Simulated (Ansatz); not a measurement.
Species: SiCl$_{3}$ (charge 0, doublet). It need not be the lowest isomer of its formula. 
Structure (B3LYP-D3(BJ)/def2-TZVP (Ansatz, a first-principles code) minimum search):
SMILES: Cl[Si](Cl)Cl
```xyz
4

Si     0.3143     0.3107     0.3116
Cl    -0.8706    -0.8817     1.4995
Cl     1.4921    -0.8763    -0.8886
Cl    -0.8803     1.5021    -0.8675
```
Charge 0, spin multiplicity 2.

Quantity: atomisation energy (electronic, to ground-state atoms), in kcal/mol. Valence correlation only, unless marked. Open shells are spin-unrestricted. Spin-orbit coupling is left out. Non-relativistic. The coupled-cluster limit lacks core correlation, which all-electron functionals hold. CBS marks a two-point X^-3 extrapolation of the correlation energy; Hartree-Fock from the larger set. The bracket is a focal-point correction in the basis named.

| level | program | atomisation energy (kcal/mol) | minus last row |
|---|---|---|---|
| revPBE-D3(BJ)/def2-TZVPD | Ansatz + dftd3 | 276.0 | 0.9 |
| PBE0-D4/def2-TZVP | Ansatz + dftd4 | 279.8 | 4.7 |
| PBE0/def2-TZVP | Ansatz | 276.4 | 1.3 |
| r2SCAN0-D4/def2-TZVPD | Ansatz + dftd4 | 277.5 | 2.4 |
| CAM-B3LYP-D4/def2-TZVPD | Ansatz + dftd4 | 268.8 | -6.3 |
| B2PLYP/def2-TZVPD | Ansatz | 267.5 | -7.6 |
| MP2/cc-pV(T+d)Z | Ansatz | 278.1 | 3.0 |
| CCSD/6-31G | Ansatz | 154.3 | -120.8 |
| CCSD/cc-pwCVTZ | Ansatz | 253.6 | -21.5 |
| RI-MP2/CBS(cc-pV(T+d)Z,cc-pV(Q+d)Z)+[CCSD(T)-MP2]/cc-pV(T+d)Z | Ansatz | 275.1 | 0.0 |
